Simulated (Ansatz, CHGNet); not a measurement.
**Rock-salt HfC, enthalpy of formation**

Reference value: -1.171 ± 0.03 eV/atom (measured, 298 K, copied from a table, unchecked, no zero-point or thermal correction; as tabulated in Wang et al. (2021), doi:10.1038/s41598-021-94550-5).

```csv
level (code),value (eV/atom),difference (eV/atom)
CHGNet-r²SCAN,-1.127,+0.044
LDA (Ansatz),-1.018,+0.153
PBE (Ansatz),-0.918,+0.253
PBE-D3(BJ) (Ansatz),-0.982,+0.189
LC-ωPBE (Ansatz),-1.250,-0.079
```

Once the reference is moved by up to 0.100 eV/atom (a margin picked here for doubts on the reference and the settings, and for temperature and zero-point motion) and values within 0.010 eV/atom count as equal, the nearest can be CHGNet-r²SCAN (+0.044 eV/atom), LC-ωPBE (-0.079 eV/atom) or LDA (+0.153 eV/atom).

The reference isn't brought to a static lattice, while the calculations are for one, so the differences are not the levels' errors alone.  Density-functional levels without +SOC have no spin–orbit coupling, which shifts binding energies of heavy elements. Each level is taken at its own relaxed cell. Ansatz's density-functional and Hartree–Fock values are scalar-relativistic unless marked +SOC, with PAW data made under PBE.

Machine-learned potentials (CHGNet-r²SCAN) are trained on DFT data: a solid inside that data is no test of them.

Differences are worked out from the printed values.

Ansatz is a program for electronic structure.
